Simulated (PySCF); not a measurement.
CH5N, SMILES CN. Geometry optimised at PBE0-D3(BJ)/def2-TZVP.

Computed equilibrium geometry at PBE0-D3(BJ)/def2-TZVP (PySCF confirms it by a frequency run) as bond lengths and angles, and its point group:
point group Cs.
Atoms: C1 N2 H3 H4 H5 H6 H7. Bonds (Å): C1–N2 1.453, C1–H3 1.092, C1–H4 1.092, C1–H5 1.100, N2–H6 1.012, N2–H7 1.012. Bond angles (°): N2–C1–H3 109.4, N2–C1–H4 109.4, N2–C1–H5 115.4, H3–C1–H4 106.9, H3–C1–H5 107.7, H4–C1–H5 107.7, C1–N2–H6 110.6, C1–N2–H7 110.6, H6–N2–H7 106.7.
Charge 0, spin multiplicity 1.
